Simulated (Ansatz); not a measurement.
Born–Oppenheimer molecular dynamics of FH3Si + H4N (10 atoms, charge 1, multiplicity 1). It starts from a relaxed structure.

Method: Ansatz, RKS PBE0-D4/def2-SVP.

```json
{"ensemble": "NVT, Nosé–Hoover chain", "time step": "0.5 fs", "steps asked": "150", "set temperature": "400 K", "thermostat": "time constant 300 fs, chain length 3", "seed": "278030"}
```

Frames 2.5 fs apart, positions in Å, forces in eV/Å.

Velocities at 15.0 fs (Å/ps):

```
N -2.42 -1.62 3.10
H -3.10 -2.91 3.70
H -6.93 -10.04 13.63
H -7.51 -14.42 -21.53
H 6.15 -0.25 -19.36
Si -0.42 -0.82 -1.97
F 4.28 4.78 0.96
H 6.04 12.48 16.21
H -22.16 -14.41 0.67
H -7.94 -15.16 0.51
```

```xyz
10
Properties=species:S:1:pos:R:3:forces:R:3 time_fs=15.0 energy_less_start_eV=0.199 T=209
N 0.070 -0.001 -2.090 -0.51 -1.04 -0.43
H 1.062 -0.210 -2.262 -0.09 -0.14 -0.32
H -0.062 1.004 -2.257 -0.07 0.12 0.80
H -0.133 -0.379 -1.112 -0.01 1.22 -0.42
H -0.557 -0.463 -2.788 0.73 -0.01 0.42
Si -0.144 -0.067 2.207 0.63 0.45 -0.60
F 0.067 0.073 0.517 -0.25 -0.26 0.55
H 0.782 0.966 2.760 -0.17 -0.13 -0.02
H 0.337 -1.434 2.528 -0.24 -0.03 0.02
H -1.566 0.261 2.467 -0.02 -0.18 -0.01
10
Properties=species:S:1:pos:R:3:forces:R:3 time_fs=17.5 energy_less_start_eV=0.177 T=230
N 0.063 -0.007 -2.085 0.02 -0.92 -1.96
H 1.052 -0.219 -2.261 0.03 0.04 -0.13
H -0.082 0.990 -2.201 -0.08 0.59 0.56
H -0.155 -0.385 -1.164 -0.34 0.37 1.12
H -0.519 -0.461 -2.821 0.43 0.04 0.45
Si -0.144 -0.069 2.202 0.65 0.53 -0.19
F 0.077 0.085 0.520 -0.23 -0.22 0.56
H 0.788 0.988 2.797 -0.52 -0.58 -0.28
H 0.276 -1.468 2.530 -0.13 0.24 -0.06
H -1.584 0.218 2.467 0.17 -0.08 -0.08
10
Properties=species:S:1:pos:R:3:forces:R:3 time_fs=20.0 energy_less_start_eV=0.133 T=272
N 0.056 -0.018 -2.086 0.60 0.62 -0.56
H 1.045 -0.227 -2.267 0.13 0.21 0.20
H -0.106 1.004 -2.112 0.14 -0.30 0.05
H -0.195 -0.366 -1.160 -0.13 -0.09 0.84
H -0.460 -0.460 -2.831 -0.68 -0.34 -0.47
Si -0.143 -0.069 2.196 0.25 0.21 0.06
F 0.087 0.096 0.525 -0.19 -0.18 0.37
H 0.765 0.977 2.819 -0.39 -0.50 -0.26
H 0.207 -1.489 2.528 0.07 0.30 -0.11
H -1.594 0.171 2.463 0.19 0.07 -0.13
10
Properties=species:S:1:pos:R:3:forces:R:3 time_fs=22.5 energy_less_start_eV=0.188 T=220
N 0.051 -0.026 -2.090 -0.12 0.46 1.24
H 1.044 -0.223 -2.262 0.13 0.25 0.41
H -0.122 1.003 -2.021 0.23 -0.64 -0.59
H -0.239 -0.350 -1.112 0.53 -0.03 -0.86
H -0.436 -0.475 -2.863 -0.68 0.06 -0.10
Si -0.142 -0.069 2.190 -0.44 -0.38 0.04
F 0.096 0.106 0.532 -0.14 -0.13 0.06
H 0.721 0.939 2.826 0.15 0.06 0.04
H 0.142 -1.493 2.520 0.29 0.12 -0.10
H -1.592 0.128 2.452 0.04 0.24 -0.14
10
Properties=species:S:1:pos:R:3:forces:R:3 time_fs=25.0 energy_less_start_eV=0.286 T=126
N 0.046 -0.032 -2.090 -0.45 -0.66 0.67
H 1.051 -0.205 -2.234 -0.06 0.14 0.34
H -0.125 0.970 -1.964 0.05 0.32 -0.87
H -0.256 -0.338 -1.108 0.56 -0.39 -0.94
H -0.449 -0.486 -2.897 0.00 0.66 0.91
Si -0.141 -0.070 2.184 -0.97 -0.81 -0.11
F 0.104 0.116 0.538 -0.07 -0.07 -0.20
H 0.686 0.905 2.837 0.62 0.59 0.37
H 0.095 -1.490 2.506 0.46 -0.15 -0.05
H -1.588 0.099 2.432 -0.15 0.36 -0.12
10
Properties=species:S:1:pos:R:3:forces:R:3 time_fs=27.5 energy_less_start_eV=0.247 T=162
N 0.039 -0.041 -2.087 0.39 0.06 -0.08
H 1.055 -0.179 -2.187 -0.12 -0.07 0.01
H -0.126 0.954 -1.956 -0.11 0.70 -0.73
H -0.242 -0.351 -1.151 -0.07 -0.88 0.52
H -0.465 -0.462 -2.885 -0.02 0.25 0.39
Si -0.142 -0.073 2.179 -0.85 -0.56 0.14
F 0.113 0.126 0.544 0.02 -0.03 -0.35
H 0.684 0.901 2.867 0.42 0.34 0.21
H 0.075 -1.494 2.490 0.51 -0.21 -0.03
H -1.593 0.091 2.405 -0.17 0.39 -0.08
10
Properties=species:S:1:pos:R:3:forces:R:3 time_fs=30.0 energy_less_start_eV=0.214 T=194
N 0.034 -0.049 -2.083 0.79 1.69 0.86
H 1.052 -0.158 -2.139 0.04 -0.27 -0.42
H -0.132 0.971 -1.990 -0.07 -0.32 -0.27
H -0.230 -0.411 -1.170 -0.34 -0.47 0.77
H -0.485 -0.425 -2.853 -0.36 -0.55 -0.85
Si -0.146 -0.076 2.173 -0.42 -0.09 0.72
F 0.121 0.135 0.548 0.09 -0.03 -0.47
H 0.706 0.917 2.908 -0.14 -0.29 -0.25
H 0.084 -1.510 2.471 0.41 0.01 -0.04
H -1.606 0.107 2.373 0.01 0.32 -0.05
10
Properties=species:S:1:pos:R:3:forces:R:3 time_fs=32.5 energy_less_start_eV=0.240 T=169
N 0.032 -0.050 -2.076 -0.38 0.54 1.08
H 1.052 -0.151 -2.116 0.04 -0.32 -0.62
H -0.142 0.975 -2.040 -0.08 -0.51 0.33
H -0.236 -0.495 -1.152 0.01 0.77 -0.60
H -0.519 -0.416 -2.861 0.47 -0.35 -0.13
Si -0.150 -0.080 2.169 -0.18 0.09 1.00
F 0.130 0.145 0.552 0.13 -0.06 -0.54
H 0.721 0.916 2.935 -0.43 -0.58 -0.48
H 0.118 -1.526 2.450 0.22 0.26 -0.06
H -1.619 0.141 2.337 0.21 0.17 0.00
10
Properties=species:S:1:pos:R:3:forces:R:3 time_fs=35.0 energy_less_start_eV=0.255 T=155
N 0.028 -0.050 -2.065 -0.61 -1.07 -0.25
H 1.052 -0.164 -2.128 -0.22 -0.19 -0.49
H -0.158 0.953 -2.071 -0.16 0.32 0.66
H -0.243 -0.537 -1.162 0.05 1.09 -0.57
H -0.527 -0.426 -2.878 1.00 -0.02 0.68
Si -0.154 -0.084 2.167 -0.15 -0.01 0.70
F 0.139 0.154 0.553 0.13 -0.08 -0.51
H 0.713 0.884 2.936 -0.28 -0.34 -0.30
H 0.164 -1.527 2.426 0.01 0.30 -0.02
H -1.621 0.184 2.303 0.23 0.00 0.08
10
Properties=species:S:1:pos:R:3:forces:R:3 time_fs=37.5 energy_less_start_eV=0.201 T=207
N 0.022 -0.053 -2.055 0.45 -0.15 -1.42
H 1.040 -0.186 -2.169 -0.22 0.04 -0.08
H -0.182 0.946 -2.064 -0.04 0.32 0.58
H -0.249 -0.521 -1.197 -0.30 0.17 1.00
H -0.483 -0.442 -2.861 0.17 -0.27 -0.03
Si -0.159 -0.088 2.166 -0.28 -0.26 -0.03
F 0.148 0.163 0.553 0.10 -0.07 -0.44
H 0.689 0.834 2.921 0.22 0.27 0.19
H 0.212 -1.511 2.401 -0.14 0.07 0.05
H -1.609 0.228 2.273 0.05 -0.13 0.17
10
Properties=species:S:1:pos:R:3:forces:R:3 time_fs=40.0 energy_less_start_eV=0.241 T=169
N 0.018 -0.057 -2.050 0.47 0.85 -0.67
H 1.018 -0.207 -2.213 0.26 0.23 0.39
H -0.207 0.955 -2.024 0.23 -0.39 0.13
H -0.271 -0.492 -1.181 -0.05 -0.15 0.97
H -0.429 -0.473 -2.847 -0.82 -0.44 -0.76
Si -0.165 -0.092 2.166 -0.22 -0.24 -0.53
F 0.158 0.172 0.552 0.03 -0.08 -0.37
H 0.678 0.798 2.916 0.52 0.65 0.50
H 0.251 -1.491 2.379 -0.24 -0.23 0.12
H -1.595 0.264 2.253 -0.18 -0.21 0.22
10
Properties=species:S:1:pos:R:3:forces:R:3 time_fs=42.5 energy_less_start_eV=0.274 T=137
N 0.015 -0.058 -2.049 -0.66 -0.69 0.07
H 1.010 -0.214 -2.236 0.37 0.34 0.66
H -0.221 0.945 -1.976 0.23 -0.20 -0.37
H -0.292 -0.467 -1.116 0.69 0.28 -0.74
H -0.417 -0.524 -2.866 -0.51 0.40 0.44
Si -0.171 -0.097 2.164 0.34 0.27 -0.29
F 0.168 0.180 0.549 -0.06 -0.10 -0.30
H 0.694 0.797 2.938 0.15 0.30 0.19
H 0.276 -1.485 2.364 -0.31 -0.33 0.12
H -1.591 0.288 2.246 -0.24 -0.26 0.21
```

Of the whole run (75 fs, mean temperature of the second half 204 K): The conserved energy stayed within 0.16 meV per atom of its start (net change 0.11 meV per atom), so the integration is sound. The mean temperature of the second half is 49 % below the set value. A run of 0.075 ps of so small a system gives no equilibrium averages. Limits of this set-up: the dipole of an ion depends on the origin.

Time of the run: 3.5 min on 1 thread of Arm Neoverse V2, with other jobs on the host, peak memory 0.13 GiB.
